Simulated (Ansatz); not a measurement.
Rock-salt HoN, treated with r²SCAN-D4 (plane waves, PAW; Ansatz, a first-principles code).

Numerical settings: plane-wave cutoff 560 eV, 20×20×20 k mesh, Fermi–Dirac smearing 0.05 eV, spin-polarised with parallel moments, scalar-relativistic PAW data made under PBE.

A third-order Birch–Murnaghan fit to the energies gives V0 = 14.190 Å³/atom, B0 = 172 GPa, B′ = 4.0.

| V (Å³/atom) | P (GPa) |
|---|---|
| 13.337 | [?] |
| 13.621 | 7.66 |
| 13.905 | 3.65 |
| 14.189 | 0.02 |
| 14.472 | [?] |
| 14.756 | -6.24 |
| 15.040 | -8.92 |

### Question
Estimate the withheld pressures from this fit; the answers are the runs' own values.

### Answer

- 13.337, P (GPa): 12.09
- 14.472, P (GPa): -3.27

The formula P = (3/2) B0 (x^(7/3) − x^(5/3)) [1 + (3/4)(B′ − 4)(x^(2/3) − 1)] with x = V0/V meets the computed pressures within 0.03 GPa when these rounded values are put in.

Note: the magnetic order was assumed, not searched for or taken from measurement; the 4f shell is treated without U or exact exchange, so its levels and filling can be wrong.

Spin–orbit coupling is not included.
